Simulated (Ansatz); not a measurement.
fcc Al, treated with PBE (plane waves, PAW; Ansatz, a quantum-chemistry and plane-wave program).

Run with plane-wave cutoff 520 eV, 24×24×24 k mesh, Fermi–Dirac smearing 0.05 eV, scalar-relativistic PAW data made under PBE.

Energies at three volumes about the minimum:

```
V (Å³/atom)  E − E_lowest (meV/atom)
-----------  -----------------------
16.152                          1.64
16.481                          0.00
16.811                          1.53
```

Question: Fit a parabola by hand: where is the minimum, what lattice constant follows, and what is the bulk modulus?

Answer: Slopes: (0.00 − 1.64)/(16.481 − 16.152) = -4.985 and (1.53 − 0.00)/(16.811 − 16.481) = 4.636 meV/Å³. Curvature E″ = 2 × (4.636 − (-4.985))/(16.811 − 16.152) = 29.199 meV/Å⁶. From the middle of the first interval, the slope vanishes at V0 = 16.3165 − (-4.985)/29.199 = 16.487 Å³/atom. B = V0 E″ = 16.487 × 29.199 meV/Å³ × 0.1602 GPa per meV/Å³ = 77.1 GPa. With 4 atoms in the cube, a = (4 × 16.487)^(1/3) = 4.040 Å. The full Birch–Murnaghan fit to all volumes gives V0 = 16.481 Å³/atom and B0 = 76.9 GPa.

Measured, for comparison: bulk modulus 80.8 GPa (corrected for temperature and zero-point phonon effects, sources range from 77.1 to 82.0; as tabulated in Levämäki et al. (2014), arXiv:1402.3671); lattice constant a 4.018 Å (static lattice: zero-point anharmonic expansion removed; as tabulated in Mejia-Rodriguez and Trickey (2018), arXiv:1807.09216). Computed less measured: bulk modulus -4.8 % (-0.3 % to -6 % over the range).
